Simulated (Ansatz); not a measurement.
# BH2+ (triplet): the correlation ladder at angle H2–B1–H3 = 121.0°, aug-cc-pVTZ

An exercise on one series of results from a longer session: the logs are not shown, and one member is left open.

The runs use Ansatz 0.2.0, Gaussian basis; aug-cc-pVTZ, core rule «outside noble gas», up to 1 orbitals frozen.

To be run: UHF; CCSD(T) on ROHF; CCSD(T) on UHF; BCCD(T) on ROHF; CCSDT(Q) on ROHF; CCSDT(Q) on UHF; CASSCF and NEVPT2, 4 electrons in 6 orbitals; Full CI.

12 further runs of the same task are left out: 2 for a known fault of the program, 7 that didn't finish, 3 set aside as unsound or not needed.

## The system

The geometry derives from a PBE0/def2-TZVP stationary point (not a proven minimum). One angle is set to the value named; bond lengths are kept.

3 atoms, charge 1, spin multiplicity 3.

Atoms are counted from 1 here; the program's logs count them from 0.

Bond lengths: B1–H2 1.291 Å, B1–H3 1.291 Å. Angles: H2–B1–H3 121.0°.

Set-up of the first run:

in.yaml reads:

```yaml
crystal:
  periodic: [false, false, false]
  atoms:
    - {symbol: B, position_ang: [0.000000, 0.000000, -0.099901]}
    - {symbol: H, position_ang: [0.000000, 1.123526, 0.535760]}
    - {symbol: H, position_ang: [0.000000, -1.123526, 0.535760]}
basis:
  gaussian: {orbitals: aug-cc-pVTZ}
total_charge: 1
magnetization: {spin_polarized: true, initial_magnetization: 2}
hamiltonian: {xc: hf}
output: {orbitals: {seedname: orbitals}}
```

The run is started by

```
$ ansatz run in.yaml --threads 1 --pin off --events-out ev --progress --plain --max-ram 2393MiB
```

Steps of the session up to this table: UHF; CCSD(T) on ROHF; CCSD(T) on UHF; BCCD(T) on ROHF; CCSDT(Q) on ROHF; CCSDT(Q) on UHF; CASSCF and NEVPT2, 4 electrons in 6 orbitals; Full CI.

One table of the session follows, with a row left open; its other results are not shown here.

```
        method  from FCI (kJ/mol)
          ROHF             +215.5
           UHF             +192.9
          RMP2              +49.9
          UMP2              +53.3
         RCCSD                  ?
         UCCSD               +5.4
      RCCSD(T)               +1.3
      UCCSD(T)               +1.2
       BCCD(T)               +1.3
        RCCSDT               +0.1
        UCCSDT                0.0
     RCCSDT(Q)                0.0
     UCCSDT(Q)               -0.1
CASSCF valence             +100.5
NEVPT2 valence              +22.8
           FCI                  0
```

Q: Estimate the row for RCCSD from the others.

**Answer.** from FCI (kJ/mol): +6.0. In the column «from FCI (kJ/mol)» it lies between UCCSD (+5.4) and NEVPT2 valence (+22.8).

Caveats from the session: Levels on UHF freeze UHF's core orbitals, full CI those of ROHF, so the U rows can settle a little off it for that reason alone. Restricted and unrestricted rows rest on different reference determinants; where their highest levels disagree by more than a few hundredths of an eV, they describe different states and don't form one ladder.
